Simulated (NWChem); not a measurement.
Everything below was run with NWChem. System: acetone (C3H6O), charge 0, spin multiplicity 1, at a geometry optimised with PBE/def2-SVP. Level: MP2/def2-TZVP, 4 core orbitals frozen.

Input file:

```
start mol
memory heap 200 mb stack 900 mb global 1100 mb
geometry units angstroms nocenter noautoz
  C     -1.287596    -0.117264    -0.616623
  C      0.000000     0.000000     0.186855
  C      1.287596     0.117264    -0.616623
  O      0.000000     0.000000     1.406906
  H     -1.251244    -1.000733    -1.288197
  H     -1.421289     0.770582    -1.270008
  H     -2.149171    -0.206179     0.069751
  H      2.149171     0.206179     0.069751
  H      1.421289    -0.770582    -1.270008
  H      1.251244     1.000733    -1.288197
  symmetry group C2
end
basis spherical
  * library def2-tzvp
end
scf
  rhf
  nopen 0
  maxiter 100
  thresh 1e-7
  semidirect memsize 60000000 filesize 0
end
mp2
  freeze core 4
end
task mp2 energy
```

NWChem printed:

```
             Northwest Computational Chemistry Package (NWChem) 7.3.0
             --------------------------------------------------------

                                NWChem Input Module
                                -------------------

 Scaling coordinates for geometry "geometry" by  1.889725989
 (inverse scale =  0.529177249)

 Turning off AUTOSYM since
 SYMMETRY directive was detected!

                             Geometry "geometry" -> ""
                             -------------------------

 Output coordinates in angstroms (scale by  1.889725989 to convert to a.u.)

  No.       Tag          Charge          X              Y              Z
 ---- ---------------- ---------- -------------- -------------- --------------
    1 C                    6.0000    -1.28759600    -0.11726400    -0.61662300
    2 C                    6.0000     0.00000000     0.00000000     0.18685500
    3 C                    6.0000     1.28759600     0.11726400    -0.61662300
    4 O                    8.0000     0.00000000     0.00000000     1.40690600
    5 H                    1.0000    -1.25124400    -1.00073300    -1.28819700
    6 H                    1.0000    -1.42128900     0.77058200    -1.27000800
    7 H                    1.0000    -2.14917100    -0.20617900     0.06975100
    8 H                    1.0000     2.14917100     0.20617900     0.06975100
    9 H                    1.0000     1.42128900    -0.77058200    -1.27000800
   10 H                    1.0000     1.25124400     1.00073300    -1.28819700

 Effective nuclear repulsion energy (a.u.)     118.4733749255

            Nuclear Dipole moment (a.u.)
            ----------------------------
        X                 Y               Z
 ---------------- ---------------- ----------------
     0.0000000000     0.0000000000    -0.0000113384

      Symmetry information
      --------------------

 Group name             C2
 Group number              4
 Group order               2
 No. of unique centers     6

      Symmetry unique atoms

     1    2    4    5    6    7


 Summary of "ao basis" -> "" (spherical)
 ------------------------------------------------------------------------------
       Tag                 Description            Shells   Functions and Types
 ---------------- ------------------------------  ------  ---------------------
 *                         def2-tzvp                  on all atoms

 Summary of "ao basis" -> "ao basis" (spherical)
 ------------------------------------------------------------------------------
       Tag                 Description            Shells   Functions and Types
 ---------------- ------------------------------  ------  ---------------------
 C                         def2-tzvp                11       31   5s3p2d1f
 O                         def2-tzvp                11       31   5s3p2d1f
 H                         def2-tzvp                 4        6   3s1p

                                 NWChem SCF Module
                                 -----------------

  ao basis        = "ao basis"
  functions       =   160
  atoms           =    10
  closed shells   =    16
  open shells     =     0
  charge          =   0.00
  wavefunction    = RHF
  use symmetry    = T
  symmetry adapt  = T

 Summary of "ao basis" -> "ao basis" (spherical)
 ------------------------------------------------------------------------------
       Tag                 Description            Shells   Functions and Types
 ---------------- ------------------------------  ------  ---------------------
 C                         def2-tzvp                11       31   5s3p2d1f
 O                         def2-tzvp                11       31   5s3p2d1f
 H                         def2-tzvp                 4        6   3s1p

      Symmetry analysis of basis
      --------------------------

        a          83
        b          77

 Forming initial guess at       0.1s

      Superposition of Atomic Density Guess
      -------------------------------------

 Sum of atomic energies:        -190.79714706

      Non-variational initial energy
      ------------------------------

 Total energy =    -192.965721
 1-e energy   =    -491.862722
 2-e energy   =     180.423627
 HOMO         =      -0.336787
 LUMO         =      -0.017381

      Symmetry analysis of molecular orbitals - initial
      -------------------------------------------------

  Numbering of irreducible representations:

     1 a           2 b

  Orbital symmetries:

     1 a           2 a           3 b           4 a           5 a
     6 a           7 b           8 a           9 b          10 b
    11 a          12 a          13 b          14 a          15 b
    16 b          17 b          18 a          19 b          20 a
    21 b          22 a          23 b          24 a          25 a
    26 b

 Starting SCF solution at       2.3s

 ----------------------------------------------
         Quadratically convergent ROHF

 Convergence threshold     :          1.000E-07
 Maximum no. of iterations :          100
 Final Fock-matrix accuracy:          1.000E-09
 ----------------------------------------------

              iter       energy          gnorm     gmax       time
             ----- ------------------- --------- --------- --------
                 1     -191.9316702531  1.27D+00  3.77D-01      2.6
                 2     -192.0186707310  4.28D-01  8.78D-02      3.1
                 3     -192.0352991470  4.25D-02  1.02D-02      3.9
                 4     -192.0355713312  1.05D-03  3.14D-04      5.3
                 5     -192.0355714776  3.85D-07  7.11D-08      7.4
                 6     -192.0355714776  5.64D-09  2.65D-09      8.7

       Final RHF  results
       ------------------

         Total SCF energy =   -192.035571477625
      One-electron energy =   -495.169763382809
      Two-electron energy =    184.660816979688
 Nuclear repulsion energy =    118.473374925497

        Time for solution =      6.4s

       Symmetry analysis of molecular orbitals - final
       -----------------------------------------------

  Numbering of irreducible representations:

     1 a           2 b

  Orbital symmetries:

     1 a           2 a           3 b           4 a           5 a
     6 a           7 b           8 a           9 b          10 a
    11 b          12 a          13 a          14 b          15 b
    16 b          17 a          18 b          19 b          20 a
    21 b          22 b          23 a          24 a          25 a
    26 b

             Final eigenvalues
             -----------------

              1
    1  -20.5444
    2  -11.3354
    3  -11.2421
    4  -11.2421
    5   -1.3803
    6   -1.0365
    7   -0.9612
    8   -0.7400
    9   -0.6419
   10   -0.6330
   11   -0.6176
   12   -0.5597
   13   -0.5549
   14   -0.5334
   15   -0.4864
   16   -0.4152
   17    0.1234
   18    0.1412
   19    0.1773
   20    0.2049
   21    0.2097
   22    0.2351
   23    0.2425
   24    0.2472
   25    0.2688
   26    0.2969

                       ROHF Final Molecular Orbital Analysis
                       -------------------------------------

 Vector   14  Occ=2.000000D+00  E=-5.334069D-01  Symmetry=b
              MO Center= -7.0D-15, -7.5D-16, -2.6D-01, r^2= 3.7D+00
   Bfn.  Coefficient  Atom+Function         Bfn.  Coefficient  Atom+Function
  ----- ------------  ---------------      ----- ------------  ---------------
   138     -0.189368   7 H  s               144      0.189368   8 H  s
     6      0.177108   1 C  px               68      0.177108   3 C  px

 Vector   15  Occ=2.000000D+00  E=-4.863500D-01  Symmetry=b
              MO Center= -2.4D-13, -9.7D-15,  6.2D-01, r^2= 2.3D+00
   Bfn.  Coefficient  Atom+Function         Bfn.  Coefficient  Atom+Function
  ----- ------------  ---------------      ----- ------------  ---------------
   100      0.338683   4 O  py              103      0.306831   4 O  py
   106      0.190938   4 O  py               38      0.174952   2 C  py
    41      0.163337   2 C  py

 Vector   16  Occ=2.000000D+00  E=-4.151949D-01  Symmetry=b
              MO Center= -1.2D-15, -2.0D-15,  6.4D-01, r^2= 2.1D+00
   Bfn.  Coefficient  Atom+Function         Bfn.  Coefficient  Atom+Function
  ----- ------------  ---------------      ----- ------------  ---------------
    99      0.378237   4 O  px              102      0.339561   4 O  px
   105      0.242277   4 O  px                5      0.177600   1 C  s
    67     -0.177600   3 C  s

 Vector   17  Occ=0.000000D+00  E= 1.234144D-01  Symmetry=a
              MO Center=  1.9D-14, -4.9D-16, -1.2D+00, r^2= 7.8D+00
   Bfn.  Coefficient  Atom+Function         Bfn.  Coefficient  Atom+Function
  ----- ------------  ---------------      ----- ------------  ---------------
     5      4.311072   1 C  s                67      4.311072   3 C  s
    36     -2.672635   2 C  s               127     -1.557117   5 H  s
   133     -1.556032   6 H  s               151     -1.556032   9 H  s
   157     -1.557117  10 H  s               139     -1.108194   7 H  s
   145     -1.108194   8 H  s                98      0.670623   4 O  s

 Vector   18  Occ=0.000000D+00  E= 1.411893D-01  Symmetry=b
              MO Center= -4.1D-18, -1.4D-15, -1.9D-01, r^2= 3.9D+00
   Bfn.  Coefficient  Atom+Function         Bfn.  Coefficient  Atom+Function
  ----- ------------  ---------------      ----- ------------  ---------------
   133     -0.773758   6 H  s               151      0.773758   9 H  s
   127      0.756665   5 H  s               157     -0.756665  10 H  s
    13      0.426797   1 C  py               75      0.426797   3 C  py
    44      0.414412   2 C  py              106     -0.407451   4 O  py
    41      0.309521   2 C  py               38      0.269185   2 C  py

 Vector   19  Occ=0.000000D+00  E= 1.773317D-01  Symmetry=b
              MO Center= -1.8D-14,  3.4D-15, -1.2D+00, r^2= 9.8D+00
   Bfn.  Coefficient  Atom+Function         Bfn.  Coefficient  Atom+Function
  ----- ------------  ---------------      ----- ------------  ---------------
     5      6.735051   1 C  s                67     -6.735051   3 C  s
    43      2.362590   2 C  px              133     -1.922498   6 H  s
   151      1.922498   9 H  s               127     -1.891154   5 H  s
   157      1.891154  10 H  s               139     -1.285769   7 H  s
   145      1.285769   8 H  s                12      0.851122   1 C  px

 center of mass
 --------------
 x =  -0.00000000 y =   0.00000000 z =   0.16053660

 moments of inertia (a.u.)
 ------------------
         182.204652225293         -17.259772954897           0.000000000000
         -17.259772954897         370.385842039318           0.000000000000
           0.000000000000           0.000000000000         214.115668098125

  Mulliken analysis of the total density
  --------------------------------------

    Atom       Charge   Shell Charges
 -----------   ------   -------------------------------------------------------
    1 C    6     6.32   0.85  1.12  0.47  0.68  0.06  1.25  1.42  0.39  0.02  0.05  0.00
    2 C    6     5.67   0.86  1.12  0.52  0.55  0.08  1.14  1.07  0.09  0.05  0.18  0.02
    3 C    6     6.32   0.85  1.12  0.47  0.68  0.06  1.25  1.42  0.39  0.02  0.05  0.00
    4 O    8     8.44   0.79  1.18  0.58  0.95  0.34  1.82  1.95  0.79  0.00  0.03  0.00
    5 H    1     0.88   0.26  0.49  0.11  0.02
    6 H    1     0.88   0.26  0.49  0.11  0.02
    7 H    1     0.86   0.26  0.48  0.10  0.02
    8 H    1     0.86   0.26  0.48  0.10  0.02
    9 H    1     0.88   0.26  0.49  0.11  0.02
   10 H    1     0.88   0.26  0.49  0.11  0.02

       Multipole analysis of the density wrt the origin
       ------------------------------------------------

     L   x y z        total         open         nuclear
     -   - - -        -----         ----         -------
     0   0 0 0     -0.000000      0.000000     32.000000

     1   1 0 0      0.000000      0.000000      0.000000
     1   0 1 0      0.000000      0.000000      0.000000
     1   0 0 1     -1.334098      0.000000     -0.000011

     2   2 0 0    -17.574227      0.000000    129.644138
     2   1 1 0      0.050522      0.000000     10.755955
     2   1 0 1      0.000000      0.000000      0.000000
     2   0 2 0    -18.156117      0.000000     12.286447
     2   0 1 1      0.000000      0.000000      0.000000
     2   0 0 2    -22.027765      0.000000     96.996270

                   NWChem MP2 Semi-direct Energy/Gradient Module
                   ---------------------------------------------

  Basis functions       =    160
  Molecular orbitals    =    160
  Frozen core           =      4
  Frozen virtuals       =      0
  Active alpha occupied =     12
  Active beta occupied  =     12
  Active alpha virtual  =    144
  Active beta virtual   =    144
  Use MO symmetry       = T
  Use skeleton AO sym   = T

  AO/Fock/Back tols     =   1.0D-09  1.0D-09  1.0D-09

 GA uses MA = F    GA memory limited = T

 Available:
  local mem=  1.26D+08
 global mem=  1.44D+08
 local disk=  0.00D+00
  mp2_memr nvloc                   144
  nvloc new                   144
   1 passes of  12:        5242880                     138589                  74647088.
   1 passes of  12: M    126150916           G      144128000           F     120908036.

 Semi-direct pass number   1 of   1  for RHF alpha+beta  at        8.8s
  vrange nnbf                 12698
  mp2_eaftype                   284  avail_ma_in_mb                  1099
 EAF : mp2_eaftype filesize         284   37323544.
  mp2_eaf for mointskh                    284
Node 0 wrote    175.5 Mb in      0.1 s     Agg I/O rate:  3391.3 Mb/s
 Done moints_semi at       16.9s
  mp2_eaftype                   284  avail_ma_in_mb                   815
 EAF : mp2_eaftype filesize         284   37323544.
  mp2_eaf for kh                   284
 Done maket at       17.3s
 Done multipass loop at       17.3s

          -------------------------------------------
          SCF energy                -192.035571477625
          Correlation energy          -0.724502322608
          Singlet pairs               -0.466408123536
          Triplet pairs               -0.258094199072
          Total MP2 energy          -192.760073800233
          -------------------------------------------

          ---------------------------------------------------
                    Spin Component Scaled (SCS) MP2
          Same spin pairs                     -0.172062799382
          Same spin scaling factor             0.333333333333
          Opposite spin pairs                 -0.552439523227
          Opposite spin scaling fact.          1.200000000000
          SCS-MP2 correlation energy          -0.720281694332
          Total SCS-MP2 energy              -192.755853171957
          ---------------------------------------------------

 -----------------------
 Performance information
 -----------------------

 Timer overhead =  9.66D-08 seconds/call

               Nr. of calls         CPU time (s)                 Wall time (s)                GFlops
             ---------------    -------------------     ------------------------------   -------------------
Name         Min   Avg   Max    Min     Avg     Max     Min     Avg     Max   Mx/calls   Min     Max     Sum
mp2: moin     1     1     1    8.1     8.1     8.1      8.1     8.1     8.1     8.1      0.0     0.0     0.0
mp2: make     1     1     1   0.47    0.47    0.47     0.47    0.47    0.47    0.47      0.0     0.0     0.0
mp2: tota     1     1     1    8.6     8.6     8.6      8.6     8.6     8.6     8.6      0.0     0.0     0.0

 The average no. of pstat calls per process was 3.00D+00
 with a timing overhead of 2.90D-07s

 Task  times  cpu:       17.3s     wall:       17.3s

 Total times  cpu:       17.3s     wall:       17.3s
```
